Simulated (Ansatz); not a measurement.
AlH₆NSi, SMILES `[AlH2][NH][SiH3]`, relaxed with RKS PBE0-D4/def2-TZVP in the Gaussian-basis code of Ansatz from a PBE-D4/def2-SVP geometry. The force threshold is 0.005 eV/Å; the program also tests the step.

Charge 0, multiplicity 1.

Start:

```xyz
9

Al   -1.214   -1.302    0.350
N    -0.445    0.329    0.325
Si    1.077    0.849   -0.386
H    -0.446   -2.499   -0.371
H    -2.620   -1.429    1.099
H    -0.967    1.083    0.791
H     0.880    1.867   -1.482
H     1.739   -0.369   -0.964
H     1.995    1.471    0.638
```

| step | energy (eV) | largest force (eV/Å) | largest move (Å) |
| --- | --- | --- | --- |
| 1 | -16056.1734 | 0.490 | 0.000 |
| 2 | -16056.2047 | 0.283 | 0.026 |
| 3 | -16056.2099 | 0.034 | 0.015 |
| 4 | -16056.2099 | 0.032 | 0.007 |
| 5 | -16056.2100 | 0.011 | 0.005 |
| 6 | -16056.2100 | 0.019 | 0.019 |
| 7 | -16056.2101 | 0.002 | 0.011 |
| 8 | -16056.2101 | 0.004 | 0.009 |
| 9 | -16056.2101 | 0.006 | 0.007 |
| 10 (rejected) | -16056.2101 | 0.005 | 0.004 |
| 11 | -16056.2102 | 0.002 | 0.001 |

End:

```xyz
9

Al   -1.188   -1.279    0.353
N    -0.444    0.339    0.313
Si    1.057    0.836   -0.381
H    -0.409   -2.473   -0.328
H    -2.591   -1.419    1.073
H    -0.968    1.083    0.757
H     0.873    1.869   -1.439
H     1.687   -0.367   -0.984
H     1.983    1.411    0.635
```

Run time 31 s (2 threads of an Arm Neoverse V1 on a shared host); peak host memory 0.27 GiB.
